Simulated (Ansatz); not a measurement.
Molecule (SMILES): [C-]#[NH+] (C-NH).
Atoms: C1, N2, H3. Bonds: C1-N2, N2-H3.

Basis-set convergence of the lowest harmonic wavenumber at MP2 with Ansatz (an electronic-structure program). Each level at its own minimum, finite differences of forces, unscaled; the reference is a large set that could be run, not a limit. Cartesian d functions, on some or all atoms, in 6-31G*; all else is spherical. Cores are frozen. Core-valence sets carry the plain set on hydrogen. No added dispersion term, no relativity. Reference: the value in def2-QZVPP, 498 cm⁻¹, itself unsure by roughly 8 cm⁻¹ (its mean distance from cc-pVQZ, aug-cc-pVTZ, def2-TZVPPD).

```
basis              functions  lowest harmonic wavenumber (cm⁻¹)
-----------------  ---------  ---------------------------------
6-31G*                    32                                504
cc-pVDZ                   33                                ___
def2-SVP                  33                                ___
6-311G**                  42                                514
6-311+G**                 50                                ___
aug-cc-pVDZ               55                                ___
def2-TZVP                 68                                482
cc-pVTZ                   74                                503
pcseg-2                   74                                514
jun-cc-pV(T+d)Z           92                                492
6-311++G(3df,3pd)         96                                485
cc-pCVTZ                 100                                498
aug-cc-pVTZ              115                                485
```

Task: Complete the blanks.

Result: 
- cc-pVDZ, lowest harmonic wavenumber (cm⁻¹): 489
- def2-SVP, lowest harmonic wavenumber (cm⁻¹): 565
- 6-311+G**, lowest harmonic wavenumber (cm⁻¹): 512
- aug-cc-pVDZ, lowest harmonic wavenumber (cm⁻¹): 446
